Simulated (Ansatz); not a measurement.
Reaction (protonation): `[CH2]` (triplet) + H⁺ → `[CH3+]`

Computed with Ansatz on PBE0-D4/def2-TZVP structures; ΔE is electronic, products minus reactants. CBS: def2 TZ/QZ extrapolation, frozen cores. Functionals use def2-TZVPP. Triplets are unrestricted, without spin–orbit coupling.

```tsv
level	ΔE (eV)
r2SCAN	-8.47
HF/CBS(cc)	-8.43
```

Q: What does CCSD(T)/CBS give? (An estimate is asked.)

A: Ansatz gave: -8.89 eV. The listed levels differ from it by 0.42, 0.46 eV.

Largest T1 diagnostic among the species: 0.011.

In def2-TZVPP, CCSD(T) changes the Hartree–Fock value by −0.45 eV (the triples alone add +0.01 eV) and MP2 by −0.38 eV. From BLYP to BHLYP (50 % exact exchange), in def2-TZVPP and without D4, ΔE moves by −0.08 eV.
